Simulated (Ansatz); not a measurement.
Consider the atomization: `CO/C=C/O` → 3 C• + 6 H• + 2 O•.

Program: Ansatz. Geometries: PBE0-D4/def2-TZVP. ΔE: electronic, gas phase. CCSD(T)/CBS is the MP2 limit (def2-TZVPP, def2-QZVPP) plus CCSD(T) − MP2 in def2-TZVPP, frozen cores. This one scheme is used for every species, atoms too. Functionals use def2-TZVPP. B3LYP here is the variant with VWN-RPA as its local correlation; programs differ in this. No spin–orbit coupling; open shells (•) take unrestricted orbitals. Spin–orbit coupling would lower the free atoms: a little for C, O. One conformer a species, not always the lowest.

```
             level  ΔE (kcal/mol)  difference from CCSD(T)/CBS
            PBE-D4         1082.1                         34.0
         r2SCAN-D4         1052.1                          4.0
           PBE0-D4         1053.8                          5.7
          B3LYP-D4         1048.7                          0.6
           ωB97X-V         1048.6                          0.5
           ωB97M-V         1051.4                          3.3
            B2PLYP         1038.3                         -9.8
               PBE         1078.1                         30.0
            r2SCAN         1051.0                          2.9
              PBE0         1050.4                          2.3
             B3LYP         1042.3                         -5.8
     HF/def2-TZVPP          735.9                       -312.2
    MP2/def2-TZVPP         1042.8                         -5.3
SCS-MP2/def2-TZVPP         1033.9                        -14.2
   CCSD/def2-TZVPP         1002.2                        -45.9
CCSD(T)/def2-TZVPP         1020.4                        -27.7
     HF/def2-QZVPP          737.2                       -310.9
    MP2/def2-QZVPP         1059.2                         11.1
SCS-MP2/def2-QZVPP         1052.2                          4.1
      HF/CBS(def2)          737.4                       -310.7
     MP2/CBS(def2)         1070.6                         22.5
    CCSD/CBS(def2)         1029.9                        -18.2
       CCSD(T)/CBS         1048.1                            0
```

Largest T1 diagnostic among the species: 0.012.

In def2-TZVPP, CCSD(T) changes the Hartree–Fock value by +284.5 kcal/mol (the triples alone add +18.2 kcal/mol) and MP2 by +306.9 kcal/mol; breaking electron pairs costs correlation energy, which Hartree–Fock lacks. From PBE to PBE0 (25 % exact exchange), in def2-TZVPP and without D4, ΔE moves by −27.7 kcal/mol: exact exchange takes away binding that semilocal exchange gives to molecules. The D4 term adds +6.4 kcal/mol with B3LYP and +3.3 kcal/mol with PBE0; it sums over pairs of atoms, weighted by their polarisabilities, and B3LYP, whose exchange is more repulsive, gets the larger term.

For atomizations the MP2-based limit and the directly extrapolated one differ by several kJ/mol either way, and by 10 to 25 for some Ge, Se and Sn compounds, so smaller differences from it don't rank the levels.
